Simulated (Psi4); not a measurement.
**HSE06/def2-TZVPP run of CF2 (SMILES F[C]F)**

What is the energy change on altering one bond length of CF2 at HSE06/def2-TZVPP? 

The calculation is run with Psi4 1.11.

## 1. The structure to begin with

The species is CF2 (3 atoms), meant as a singlet with charge 0. SMILES: `F[C]F`. Geometry: relaxed at PBE0-D4/def2-TZVP.

Bond lengths: F1–C2 1.296 Å, C2–F3 1.296 Å. Angles: F1–C2–F3 104.7°.

## 2. Energy and forces at HSE06/def2-TZVPP

The input, input.in:

```
memory 2.2 GB

molecule {
  F      0.316310     0.971410     0.281600
  C      0.382340    -0.318520     0.175150
  F     -0.698640    -0.652890    -0.456750
  symmetry c1
}

set reference rks
set puream true
set e_convergence 1e-09
set d_convergence 1e-08
set scf_type pk
set dft_radial_points 99
set dft_spherical_points 590

energy_value, wavefunction = gradient("hse06/def2-TZVPP", return_wfn=True)
oeprop(wavefunction, "WIBERG_LOWDIN_INDICES", "MAYER_INDICES", "DIPOLE", title="HSE06")
```

Run with:

```bash
$ psi4 input.in input.out -n 1
```

input.out, cut to the lines that bear on the results:

```text
[...]
  Running in c1 symmetry.
[...]
  Nuclear repulsion =   64.979424921358842
[...]
  Multiplicity = 1
[...]
  Nalpha       = 12
  Nbeta        = 12
[...]
    Number of basis functions: 93
[...]
   @RKS iter   1:  -237.56365552154091   -2.81346e-01   3.34011e-03 DIIS/ADIIS
[...]
   @RKS iter  10:  -237.59111578312400   -8.44125e-12   3.36597e-09 DIIS
[...]
    Orbital Energies [Eh]
    ---------------------
    Doubly Occupied:
       1A    -24.839501     2A    -24.839495     3A    -10.413802
       4A     -1.365171     5A     -1.286957     6A     -0.721383
       7A     -0.615478     8A     -0.568629     9A     -0.562258
      10A     -0.490155    11A     -0.463085    12A     -0.307776
[...]
  @RKS Final Energy:  -237.59111578312400
   => Energetics <=
    Nuclear Repulsion Energy =             64.9794249213588415
    One-Electron Energy =                -457.7375700027725998
    Two-Electron Energy =                 175.2758445100372739
    DFT Exchange-Correlation Energy =     -20.1088152117474941
    Empirical Dispersion Energy =           0.0000000000000000
    VV10 Nonlocal Energy =                  0.0000000000000000
    Total Energy =                       -237.5911157831239962
[...]
  -Total Gradient:
     Atom            X                  Y                   Z
    ------   -----------------  -----------------  -----------------
       1       -0.000098770431    -0.000727248828    -0.000000000000
       2       -0.000620612922     0.000475332333     0.000000000000
       3        0.000673608730     0.000286840692     0.000000000000
[...]
 Multipole Moments:
 ------------------------------------------------------------------------------------
     Multipole            Electronic (a.u.)      Nuclear  (a.u.)        Total (a.u.)
 ------------------------------------------------------------------------------------
 L = 1.  Multiply by 2.5417464519 to convert [e a0] to [Debye]
 Dipole X            :         -0.4981273            0.2848877           -0.2132396
 Dipole Y            :          0.3800851           -0.2173724            0.1627127
 Dipole Z            :          0.0000000            0.0000000            0.0000000
 Magnitude           :                                                    0.2682285
[...]
```

It took 49 s on 1 thread of Intel Xeon at 2.50GHz (Skylake/Cascade Lake), shared host; peak memory 0.82 GiB.

## 3. The distorted shape

The input, cf2.in:

```
memory 2200 MB

molecule {
  F
  C 1 1.295998
  F 2 1.944 1 104.73482
  units angstrom
  symmetry c1
}

set {
  basis                def2-TZVPP
  puream               true
  e_convergence        1e-09
  d_convergence        1e-08
  scf_type             pk
  dft_radial_points    99
  dft_spherical_points 590
}

e, wfn = gradient('hse06', return_wfn=True)
oeprop(wfn, 'MAYER_INDICES', 'WIBERG_LOWDIN_INDICES', 'QUADRUPOLE', title='HSE06')
print_variables()
```

Run with:

```bash
$ psi4 -i cf2.in -o cf2.out -n 1
```

cf2.out, cut to the lines that bear on the results:

```text
[...]
  Running in c1 symmetry.
[...]
  Nuclear repulsion =   53.258364586071615
[...]
  Multiplicity = 1
[...]
  Nalpha       = 12
  Nbeta        = 12
[...]
    Number of basis functions: 93
[...]
   @RKS iter   1:  -237.36048573839605   -5.44668e-01   6.16094e-03 ADIIS/DIIS
[...]
   @RKS iter  12:  -237.49601466126154   -7.34985e-11   4.75314e-09 DIIS
[...]
  @RKS Final Energy:  -237.49601466126154
   => Energetics <=
    Nuclear Repulsion Energy =             53.2583645860716146
    One-Electron Energy =                -434.8724407373193230
    Two-Electron Energy =                 164.0761164407601314
    DFT Exchange-Correlation Energy =     -19.9580549507739526
    Empirical Dispersion Energy =           0.0000000000000000
    VV10 Nonlocal Energy =                  0.0000000000000000
    Total Energy =                       -237.4960146612615404
[...]
  -Total Gradient:
     Atom            X                  Y                   Z
    ------   -----------------  -----------------  -----------------
       1       -0.009522080485     0.067316330766    -0.000000000000
       2       -0.071463868844    -0.039442158353    -0.000000000000
       3        0.080986187385    -0.027843255831     0.000000000000
[...]
 Multipole Moments:
 ------------------------------------------------------------------------------------
     Multipole            Electronic (a.u.)      Nuclear  (a.u.)        Total (a.u.)
 ------------------------------------------------------------------------------------
 L = 1.  Multiply by 2.5417464519 to convert [e a0] to [Debye]
 Dipole X            :         -0.7740685           -0.4256841           -1.1997527
 Dipole Y            :          0.9036832           -0.1814865            0.7221966
 Dipole Z            :         -0.0000000            0.0000000           -0.0000000
 Magnitude           :                                                    1.4003480
 L = 2.  Multiply by 1.3450342976 to convert [e a0^2] to [Debye ang]
 Quadrupole XX       :        -83.8361970           71.0090542          -12.8271428
 Quadrupole XY       :         48.8008889          -48.0361205            0.7647684
[...]
```

Run time: 55 s. Hardware: 1 thread of Intel Xeon at 2.50GHz (Skylake/Cascade Lake), shared host; peak memory 0.79 GiB.

## 4. What came out

Level: HSE06/def2-TZVPP.

```
                                                         quantity          value
                                        first shape: total energy  -237.59112 Eh
                                       first shape: dipole moment         0.68 D
                                         first shape: HOMO energy       -8.38 eV
                                         first shape: LUMO energy       -2.65 eV
                                       first shape: HOMO–LUMO gap        5.73 eV
                            first shape: largest force on an atom     0.040 eV/Å
                                    distorted shape: total energy  -237.49601 Eh
                                   distorted shape: dipole moment         3.56 D
                                     distorted shape: HOMO energy       -9.36 eV
                                     distorted shape: LUMO energy       -4.92 eV
                                   distorted shape: HOMO–LUMO gap        4.44 eV
                        distorted shape: largest force on an atom     4.404 eV/Å
energy change with the C2–F3 bond stretched from 1.296 to 1.944 Å       2.588 eV
```

With the C2–F3 bond stretched from 1.296 to 1.944 Å the energy rises by 2.59 eV (250 kJ/mol). The first shape isn't relaxed at this level, so the change isn't measured from a minimum.
